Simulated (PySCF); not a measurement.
# C6H9: g tensor and hyperfine couplings

Species: C₆H₉ (doublet state).
Cartesian coordinates in Å at the GFN2-xTB level; atoms count from 1:
```
atom  x, y, z in Å
C1     3.093    0.973    0.080
C2     1.972    0.317   -0.294
C3     0.962   -0.277   -0.642
C4    -0.236   -0.986   -1.025
C5    -1.363   -0.815    0.003
C6    -1.853    0.626    0.065
H7     3.864    1.196   -0.636
H8     3.233    1.284    1.099
H9     0.003   -2.052   -1.129
H10   -0.571   -0.627   -2.005
H11   -2.190   -1.474   -0.268
H12   -0.997   -1.118    0.986
H13   -1.030    1.292    0.321
H14   -2.258    0.936   -0.897
H15   -2.633    0.733    0.815
```

The hyperfine couplings belong to this conformer and change with its torsions.

Identity: `[CH2]C#CCCC` [radical].

Method used: UKS B3LYP, pcH-1 on C H, non-relativistic, mean-field spin-orbit, GIAO (PySCF 2.14.0). One conformer (not necessarily the lowest) at the GFN2-xTB geometry, without solvent, vibrations or thermal averaging. Couplings are sensitive to structure, and on GFN2-xTB geometries they can be far from those on DFT ones. The SCF solution wasn't tested for stability.

```
g1, g2, g3                      : 2.00219, 2.00290, 2.00320
g_iso                           : 2.00276
Form of g                       : rhombic: the two nearest values differ by 30 % of g3 − g1
⟨S²⟩                            : 0.7681 (exact 0.7500)
α and β electrons               : 23, 22
HOMO–LUMO gap, α and β orbitals : 6.15, 4.80 eV
Total energy                    : -233.97995 Eh
Basis functions                 : 240
```

Hyperfine couplings atom by atom, in MHz; T1 to T3 are the principal values of the dipolar part; ρ(0) is the spin density at the nucleus:

| atom | isotope | a_iso | T1 | T2 | T3 | Mulliken spin population | ρ(0) (bohr⁻³) |
| --- | --- | --- | --- | --- | --- | --- | --- |
| C1 | 13C | 62.5 | -59.9 | -58.9 | 118.8 | 0.79 | 0.0556 |
| C2 | 13C | -64.1 | -19.4 | -2.3 | 21.7 | -0.26 | -0.0570 |
| C3 | 13C | 45.1 | -46.0 | -35.1 | 81.1 | 0.53 | 0.0401 |
| C4 | 13C | -19.2 | -1.2 | 0.5 | 0.7 | -0.05 | -0.0170 |
| C5 | 13C | 6.1 | -1.0 | -0.6 | 1.6 | 0.01 | 0.0054 |
| C6 | 13C | -0.3 | -0.6 | 0.0 | 0.7 | 0.00 | -0.0003 |
| H7 | 1H | -52.1 | -27.9 | -0.6 | 28.5 | -0.04 | -0.0116 |
| H8 | 1H | -52.0 | -28.0 | -0.6 | 28.6 | -0.04 | -0.0116 |
| H9 | 1H | 79.3 | -3.4 | -2.0 | 5.4 | 0.03 | 0.0177 |
| H10 | 1H | 39.2 | -2.9 | -2.4 | 5.3 | 0.02 | 0.0088 |
| H11 | 1H | -1.2 | -1.2 | -1.0 | 2.2 | 0.00 | -0.0003 |
| H12 | 1H | -0.9 | -1.8 | -1.6 | 3.4 | 0.00 | -0.0002 |
| H13 | 1H | 1.2 | -2.6 | -1.6 | 4.2 | 0.00 | 0.0003 |
| H14 | 1H | 0.2 | -1.0 | -1.0 | 2.0 | 0.00 | 0.0000 |
| H15 | 1H | -0.3 | -0.8 | -0.6 | 1.5 | 0.00 | -0.0001 |

The Mulliken spin populations are largest on C1 (+0.79), C3 (+0.53) and C2 (-0.26). The angles at C1 add up to 360.0°, so it is planar; its axial dipolar tensor and the negative couplings of its protons fit spin in a p orbital normal to that plane.

Axes: g3 points within 1° of the C2–C3 bond.

Under fast tumbling the dipolar parts average out, and these isotropic splittings remain: 2 × 1H (H9/H10, I = 1/2, 3 lines) with 2.11 mT, 1 × 1H (H7, I = 1/2, 2 lines) with 1.86 mT, 1 × 1H (H8, I = 1/2, 2 lines) with 1.85 mT and 2 × 1H (H11/H12, I = 1/2, 3 lines) with 0.04 mT.

Nuclei that the bonding pattern makes equivalent are averaged, as if the motion that swaps them (rotation, inversion, ring flip) were fast. H7 and H8 aren't averaged: C1 is flat or nearly so (angle sum 360°), and its turn about the short C1–C2 bond (1.35 Å) is taken as slow. The 1H value of +59.2 MHz is a mean of couplings from 39.2 to 79.3 MHz in this one geometry, not an average over conformers.

The 13C coupling of C2 (-64.1 MHz) shows only in satellite lines or after enrichment, since that isotope makes up about 1.07 % of natural carbon.

β density exceeds α density at some nuclei, such as C2 (-0.0570), C4 (-0.0170) and H7 (-0.0116), spin density in bohr⁻³. In a single determinant that takes different orbitals for the two spins, that is spin polarisation.
